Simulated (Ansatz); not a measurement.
**CH₆AlN (SMILES C[NH][AlH2]): functionals against CCSD(T) at one geometry**

The task here is to estimate one member of a computed series from the others.

The runs use Ansatz 0.2.0, Gaussian basis; single points in def2-TZVPP.

Correlated methods freeze the cores.

### Starting geometry

SMILES `C[NH][AlH2]`, 9 atoms, charge 0, spin multiplicity 1.

Atoms are counted from 1 here; the program's logs count them from 0.

Bond lengths: C1–N2 1.418 Å, C1–H4 1.072 Å, C1–H5 1.121 Å, C1–H6 1.081 Å, N2–Al3 1.736 Å, N2–H7 1.000 Å, Al3–H8 1.541 Å, Al3–H9 1.496 Å. Angles: N2–C1–H4 112.4°, N2–C1–H5 108.3°, N2–C1–H6 111.0°, H4–C1–H5 114.0°, H4–C1–H6 102.9°, H5–C1–H6 108.0°, C1–N2–Al3 132.2°, C1–N2–H7 102.1°, Al3–N2–H7 125.6°, N2–Al3–H8 117.3°, N2–Al3–H9 124.3°, H8–Al3–H9 118.4°.

As a file:

```
C    -0.3535    0.8837   -0.8655
N     0.4234   -0.1536   -0.2890
Al    0.2563   -1.0533    1.1858
H    -0.8490    0.5722   -1.7632
H     0.3020    1.7841   -0.9944
H    -1.1746    1.1584   -0.2185
H     1.1709   -0.2474   -0.9473
H     0.6396   -2.5458    1.1509
H    -0.2939   -0.4908    2.4578
```

Set-up of the first run:

Input file run/in.yaml:

```yaml
crystal:
  periodic: [false, false, false]
  atoms:
    - {symbol: C, position_ang: [-0.353500, 0.883700, -0.865500]}
    - {symbol: N, position_ang: [0.423400, -0.153600, -0.289000]}
    - {symbol: Al, position_ang: [0.256300, -1.053300, 1.185800]}
    - {symbol: H, position_ang: [-0.849000, 0.572200, -1.763200]}
    - {symbol: H, position_ang: [0.302000, 1.784100, -0.994400]}
    - {symbol: H, position_ang: [-1.174600, 1.158400, -0.218500]}
    - {symbol: H, position_ang: [1.170900, -0.247400, -0.947300]}
    - {symbol: H, position_ang: [0.639600, -2.545800, 1.150900]}
    - {symbol: H, position_ang: [-0.293900, -0.490800, 2.457800]}
basis:
  gaussian: {orbitals: def2-TZVPP}
correlation: {method: ccsd_t}
output: {forces: true}
```

Run with:

```sh
> ansatz run in.yaml --threads 4 --pin off --events-out ev --progress --plain --max-ram 5222MiB
```

Among the steps run: CCSD(T)/def2-TZVPP; PBE0-D4/def2-TZVPP; wB97M-V/def2-TZVPP; r2SCAN-D4/def2-TZVPP; PBE-D4/def2-TZVPP; LC-wPBE/def2-TZVPP; wB97X-V/def2-TZVPP.

One of the session's tables, all rows but one given; the rest of the session is left out.

| method | RMS force component (eV/Å) | angle to CCSD(T) forces (°) | dipole (D) |
| --- | --- | --- | --- |
| CCSD(T) | 0.672 | reference | 1.44 |
| PBE0-D4 | 0.643 | 10.3 | 1.43 |
| wB97M-V | 0.640 | 3.4 | 1.41 |
| r2SCAN-D4 | ? | ? | ? |
| PBE-D4 | 0.677 | 13.0 | 1.54 |
| LC-wPBE | 0.641 | 8.5 | 1.40 |
| wB97X-V | 0.663 | 4.4 | 1.40 |

**Question.** Estimate the row for r2SCAN-D4.

**Answer.** RMS force component (eV/Å): 0.650; angle to CCSD(T) forces (°): 5.8; dipole (D): 1.51. In the column «RMS force component (eV/Å)» it lies between PBE0-D4 (0.643) and wB97X-V (0.663).
